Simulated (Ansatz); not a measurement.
One starting cell of Cu (a generated cell, Cu built in the fcc structure type) was relaxed twice with Ansatz (plane waves, PAW, scalar-relativistic): with r2SCAN at 500 eV and with PBE at 420 eV. The r2SCAN result:

```
Cu
1.0
    0.00000     1.78951     1.78951
    1.78951     0.00000     1.78951
    1.78951     1.78951     0.00000
Cu
1
Cartesian
  0.00000   0.00000   0.00000
```

```tsv
quantity	r2SCAN	PBE
space group	Fm-3m	Fm-3m
volume (Å³/atom)	11.46	11.95
a (Å)	3.579	3.629
gap (eV, no spin-orbit coupling)	0.00	0.00
pressure at 115 % of the level's own volume (GPa)	-16.1	-13.9
```

Both levels end in the same structure; PBE's volume is 4.2 % larger. Neither column is exact.

No spin polarisation in the result.

Measured for Cu: a 3.595 Å (static lattice; corrected from measurement; as listed in Gábor I. Csonka et al., Physical Review B (2009)). Computed minus measured — a: r2SCAN -0.4 %, PBE +0.9 %. The computed values are for a static lattice.

The run could not lose the symmetry of its start.

Ansatz is a program for electronic structure.
